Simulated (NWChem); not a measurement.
Species: Si anion, quartet

Program: NWChem. Pople sets run with spherical d functions. Spin-unrestricted. Medium grid unless said otherwise, to which SCAN and Minnesota functionals are sensitive. No stability test was run on the SCF state. The highest occupied level is positive in some or all of these runs, so the extra electron may be held by the finite basis. Total energies of different functionals are on different scales.

```csv
level,energy (Ha),highest occupied level (eV),"lowest empty minus highest occupied level, either spin (eV)",<S²>
B3LYP/6-31+G*,-289.4197,0.74,2.47,3.75
PBE/6-31+G*,-289.2551,1.27,1.72,3.75
RPBE/6-31+G*,-289.3804,1.30,1.69,3.75
PW91/6-31+G*,-289.3866,1.25,1.67,3.75
MPW1K/6-31+G*,-289.4137,-0.14,4.34,3.75
CAM-B3LYP/6-31+G*,-289.4022,-0.47,4.60,3.75
SCAN/6-31+G*,-289.4204,1.05,2.50,3.75
HCTH/407/6-31+G*,-289.4324,1.20,0.29,3.78
```
